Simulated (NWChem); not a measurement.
Species: Li, doublet

Program: NWChem. Spin-unrestricted. Medium grid unless said otherwise, to which SCAN and Minnesota functionals are sensitive. No stability test was run on the SCF state. B3LYP is NWChem's, with the RPA form of VWN correlation.

**Question.** Order these by “highest occupied level (eV)”, lowest first: MN15-L/def2-SVP; B3LYP/def2-SVP; LDA (Slater exchange, PW92)/def2-SVP; LRC-wPBEh/def2-SVP; MPW1K/def2-SVP.

**Answer.** LRC-wPBEh/def2-SVP (-5.29), MPW1K/def2-SVP (-4.19), B3LYP/def2-SVP (-3.60), LDA (Slater exchange, PW92)/def2-SVP (-3.12), MN15-L/def2-SVP (-2.72)
